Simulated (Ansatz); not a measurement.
**A basis-limit estimate, worked out**

An elementary step of SiNH₈F, closed shell (SiH₄ + NH₃ + HF → SiH₃F ([F][SiH3]) + NH₃ + H₂; bonds formed: Si1–F7, H2–H8, H6–N9; bonds broken: Si1–H2, H6–F7, H8–N9). “Start” is the structure reached by relaxing down from the saddle towards the reactants; PBE0-D4/def2-TZVP structures. The saddle:

```xyz
11
angstrom
Si -0.6497 0.8761 -1.1071
H -0.2141 -0.6898 -0.7800
H -0.9058 0.2642 -2.4755
H 0.6722 1.5347 -1.3192
H -1.8067 1.8323 -1.1446
H 0.3414 -0.1152 1.6125
F -0.7194 0.9830 0.6309
H 0.3315 -0.9418 0.1837
N 0.7609 -0.9942 1.2834
H 1.7738 -0.9581 1.3098
H 0.4160 -1.7912 1.8061
```

Program: Ansatz 0.2.0. Basis: def2-TZVPP and def2-QZVPP. Cores are frozen in the correlated methods.

Energies in eV:

| quantity | saddle | start |
| --- | --- | --- |
| Hartree–Fock, triple zeta (X = 3) | -12176.98792 | -12178.71169 |
| Hartree–Fock, quadruple zeta (X = 4) | -12177.45717 | -12179.16832 |
| MP2 correlation, X = 3 | -18.37171 | -17.91132 |
| MP2 correlation, X = 4 | -19.82558 | -19.34697 |
| CCSD(T) correlation, X = 3 | -20.01627 | -19.59232 |

(1) Work out the barrier at the basis limit: extrapolate Hartree–Fock as E(X) = E∞ + A exp(−7.88 √X) and the MP2 correlation as E(X) = E∞ + B X^−2.97 (the exponents that Neese and Valeev fitted for def2-TZVPP and QZVPP), then add CCSD(T) − MP2 in triple zeta.

The T1 diagnostic stays at or below 0.012.

Results:

(1) Each step is linear, so take the differences first (saddle − start): Hartree–Fock 1.72377 (X = 3) and 1.71115 (X = 4); MP2 correlation -0.46039 and -0.47861; CCSD(T) correlation -0.42395.
Two points give E∞ = E(4) + w [E(4) − E(3)], with w = 1/(exp(7.88 (2 − √3)) − 1) = 0.1377 for Hartree–Fock and w = 1/((4/3)^2.97 − 1) = 0.7407 for the correlation.
Hartree–Fock: 1.71115 + 0.1377 × (-0.01262) = 1.7094 eV.
MP2 correlation: -0.47861 + 0.7407 × (-0.01822) = -0.4921 eV.
CCSD(T) − MP2: -0.42395 − (-0.46039) = 0.0364 eV.
Sum: 1.7094 + (-0.4921) + 0.0364 = 1.2537 eV, or 28.91 kcal/mol. Plain CCSD(T) in triple zeta gives 1.2998 eV, so the larger basis shifts the result by -0.0461 eV.

Labels in which every atom is bracketed show which atoms are joined, not bond orders.

For scale, one of the runs: CCSD(T)/def2-TZVPP, 216 basis functions, launched by `ansatz run in.yaml --threads 4 --pin off --events-out ev --progress --plain --max-ram 9574MiB`. The run took 17 s on 4 CPU threads of an Intel Xeon 6975P-C (shared host), with 3.5 GiB of host memory at its peak.
